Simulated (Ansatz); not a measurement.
Crystal: SO, rock salt type, 2 atoms in the cell.

All numbers below come from r²SCAN, plane waves, PAW datasets (generated hard set) (Ansatz).

Cutoff 700 eV; k-mesh 13×13×13 Γ-centred; Fermi–Dirac smearing of 0.1 eV; no spin polarisation.

**Question.** What equilibrium volume, lattice constant and bulk modulus does this give?

**Answer.** V₀ = 12.169 Å³/atom (a₀ = 4.600 Å), B₀ = 140 GPa, B₀′ = 4.47. The points behind the fit:

```csv
V (Å³/atom),a (Å),E − E(min) (meV/atom),P (GPa)
11.355,4.4953,26.84,11.33
11.725,4.5436,7.38,5.66
12.096,4.5910,0.00,0.86
12.466,4.6374,2.84,-3.21
12.836,4.6828,14.33,-6.64
```

The stress includes the program's correction for the finite plane-wave basis.

This cubic structure is a model: it isn't the usual form of the substance at ambient conditions, and such phases are metastable or hypothetical. Potentials made with PBE were used with another functional.
